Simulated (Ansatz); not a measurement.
## Zinc-blende AlN (metastable phase): LO phonon frequency at X by level of theory

No measured value is used here.

```
level (code)           value (cm⁻¹)  cell (Å³/atom)
---------------------  ------------  --------------
LDA (Ansatz)                    719           10.24
PBE (Ansatz)                    695           10.67
PBE-D3(BJ) (Ansatz)             712           10.45
r²SCAN (Ansatz)                 728           10.43
r²SCAN0 (Ansatz)                751           10.27
r²SCANh (Ansatz)                738           10.36
Hartree–Fock (Ansatz)           792           10.36
```

PBE-D3(BJ): the dispersion coefficients are held fixed in the derivatives. Each level is taken at its own relaxed cell. Cutoffs and k meshes differ between the levels. Ansatz's density-functional and Hartree–Fock values are scalar-relativistic unless marked +SOC, with PAW data made under PBE.

Ansatz is a program for electronic structure.
